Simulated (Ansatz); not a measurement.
hcp Re, treated with PBE (plane waves, PAW; Ansatz, a quantum-chemistry and plane-wave program).

Input file:

Ansatz 0.2 input:
```yaml
crystal:
  lattice:
    - [1.378315953, -2.3873132595, 0.0]
    - [1.378315953, 2.3873132595, 0.0]
    - [0.0, 0.0, 4.4523738734]
  atoms:
    - { symbol: Re, position: [0.3333333333, 0.6666666667, 0.25] }
    - { symbol: Re, position: [0.6666666667, 0.3333333333, 0.75] }
basis:
  ecutwfc: 520
  ecutrho_ratio: 4
  xc_grid: 2
kpoints:
  mp_grid: { grid: [24, 24, 12] }
hamiltonian:
  xc: pbe
  dispersion: none
  pseudopotentials: { kind: paw }
scf:
  occupations: { method: fermi_dirac, width: 0.05 }
output:
  forces: true
  stress: true
  eigenvalues: true
relax:
  f_tol: 0.004
  escape_saddle: false
  max_steps: 80
  cell: { stress_tol: 0.02, fix: [volume] }
```

Output (set-up and result lines):

```
Relaxation: its limit of steps is 80 (relax.max_steps)
Crystal: 2 atoms, lattice volume = 29.301 Å³
Basis set: ecut = 520 eV, 785 PW (Γ), exchange–correlation on 48×48×72 points (8 copies of the dense FFT grid, shifted against one another)
Bands: 19, of which v1, the nominal top of the filled ones, is band 15 counted from 1 (14 counted from 0)
Symmetry: 24 space group operations
Space group: P63/mmc (ITA 194), of the structure as read, at distance tolerance 3.1e-5 Å
k-points: 427 of 6912
Functional: x = pbe(κ = 0.804, μ = 0.2195149727645171), c = pbe(β = 0.06672455060314922)
SCF iter   1: F=—  HF=-21736.148676 eV  |F-HF|=—  |Δ(HF+E_count)|=         —  Δρ=8.11e-3  dr2=6.56e-3
SCF iter   2: F=—  HF=-21736.150947 eV  |F-HF|=—  |Δ(HF+E_count)|=   2.27e-3  Δρ=4.82e-3  dr2=2.47e-3
  ...
SCF 1 converged in 6 iterations: F = -21736.151959 eV  dr2 = 4.32e-10
Crystal: 2 atoms, lattice volume = 29.301 Å³
Initial density: handed on by an earlier stage of this run
SCF 2 converged in 7 iterations: F = -21736.151958 eV  dr2 = 2.21e-15
Crystal: 2 atoms, lattice volume = 29.301 Å³
SCF 3 converged in 8 iterations: F = -21736.151959 eV  dr2 = 1.52e-17
Crystal: 2 atoms, lattice volume = 29.301 Å³
SCF iter   6: F=-21736.151959 eV  HF=-21736.151959 eV  |F-HF|=1.09e-11  |Δ(HF+E_count)|=    0.00e0  Δρ=7.69e-9  dr2=9.67e-15
SCF iter   7: F=-21736.151959 eV  HF=-21736.151959 eV  |F-HF|=7.28e-12  |Δ(HF+E_count)|=  1.46e-11  Δρ=4.08e-9  dr2=2.73e-15
SCF 4 converged in 7 iterations: F = -21736.151959 eV  dr2 = 2.73e-15
SCF converged after 7 iterations
Free energy (F): -21736.151959 eV
Internal energy: -21736.139102 eV  (E = F + TS)
E sigma→0 (E₀):  -21736.145531 eV
Fermi energy:    24.103850 eV
--- Forces (eV/Å), atoms counted from 1 ---
  atom   1  Re    -0.00000000     0.00000000     0.00000000
  atom   2  Re     0.00000000    -0.00000000    -0.00000000
--- Stress (GPa, compression-positive) ---
        7.691747       0.000000      -0.000000
        0.000000       7.691747      -0.000000
       -0.000000      -0.000000       7.691807
  P = ⅓ Tr σ = 7.6918 GPa (76.918 kbar)
```

The cell is one volume of an energy–volume scan, off the minimum.

Cost on a shared machine: around 60 core-seconds (rough).
